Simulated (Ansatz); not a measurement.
# A geometry optimisation of H4O2Si with PBE0-D3(BJ)/def2-SVP

The starting geometry of this gas-phase triplet was optimised with GFN2-xTB as a singlet; its bonds are those of `O[SiH2]O`.

```xyz
7

O    -0.0889   -1.4212    0.8180
O     2.0823   -0.1034    1.7845
Si    1.3926   -0.8270    0.4997
H    -0.2354   -2.0794    1.4917
H     2.3705   -1.8668    0.2257
H     1.0771    0.1056   -0.5698
H     1.6741    0.6400    2.2198
```

Task: Predict what becomes of its bonds when it is optimised with PBE0-D3(BJ)/def2-SVP.

Result: It loosens into H3O2Si + H, which stay close as a complex. Contacts that open: O2–H7 (0.95 → 3.05 Å).

The energy falls by 3.07 eV over 32 steps:

```tsv
step	E − E(last) (eV)
1	3.071
4	0.878
8	0.133
11	0.016
15	0.004
18	0.002
22	0.000
25	0.000
29	0.000
32	0.000
```

Final geometry (Å):

```yaml
atoms:
  - { symbol: O, position_ang: [-0.0495, -1.1624, 0.8270] }
  - { symbol: O, position_ang: [2.3509, 0.3129, 0.9063] }
  - { symbol: Si, position_ang: [1.4466, -0.8928, 0.1825] }
  - { symbol: H, position_ang: [-0.0999, -1.3713, 1.7650] }
  - { symbol: H, position_ang: [2.3946, -2.0364, 0.3893] }
  - { symbol: H, position_ang: [1.2073, -0.5808, -1.2484] }
  - { symbol: H, position_ang: [1.0223, 0.1786, 3.6481] }
```

No frequencies were run, so the end isn't proven a minimum. Open shells are spin-unrestricted. The triplet needn't be the ground state. Run with Ansatz 0.2.0, 6.2 min on 1 thread of AMD EPYC (Zen 3), with other jobs on the host.
